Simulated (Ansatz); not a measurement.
## Structure relaxation of SiN

Computed with DFT PBE, scalar-relativistic, plane waves, PAW (Ansatz). Cutoff 420 eV, Γ-centred k mesh, Gaussian smearing, no spin polarisation in the final step.

The start puts SiN on the rock salt structure type (Fm-3m, No. 225), with Si in place of Na, N in place of Cl, at a guessed volume.

```
Si N
1.0
     0.00000    2.23345    2.23345
     2.23345    0.00000    2.23345
     2.23345    2.23345    0.00000
Si N
1 1
Direct
  0.00000 0.00000 0.00000
  0.50000 0.50000 0.50000
```

Cell and atoms relax at zero pressure; the relaxation can't lower the symmetry of the start. After a coarse first stage the cell is made exact in the group found at 0.06 Å.

Formation energies are uncorrected and refer to the elements' standard structures at the same level (N₂ as a molecule).

Question: What does it relax into?

Answer: It keeps Fm-3m (No. 225). The result has the rock salt structure. Conventional cell: a = 4.257 Å. Around Si lie 6 N at 2.13 Å; N has 6 Si at 2.13 Å.

Space group Fm-3m (No. 225). a = 4.257 Å, b = 4.257 Å, c = 4.257 Å, α = 90.00°, β = 90.00°, γ = 90.00°
```json
{"atom": "Si", "site": "4a", "symmetry": "m-3m", "x": "0.0000", "y": "0.0000", "z": "0.0000"}
{"atom": "N", "site": "4b", "symmetry": "m-3m", "x": "0.5000", "y": "0.0000", "z": "0.0000"}
```

Question: What are its volume, energy, density and gap?

Answer: The volume per atom is 9.65 Å³ and the density is 3.62 g/cm³. The energy over the elements is 0.47 eV/atom and the gap on the 22×22×22 mesh is 0 eV (a metal).

The final run used a 22×22×22 mesh on its 2-atom cell and 0.10 eV smearing. For metals, differences of a few meV/atom aren't resolved. Symmetry constrained the relaxation, so the result can be a saddle point. The steps took about 11 core-seconds in all.

Cost: 3 runs of about 0.19 core-minutes in all, on Intel Xeon 6975P-C (Granite Rapids) (shared hosts).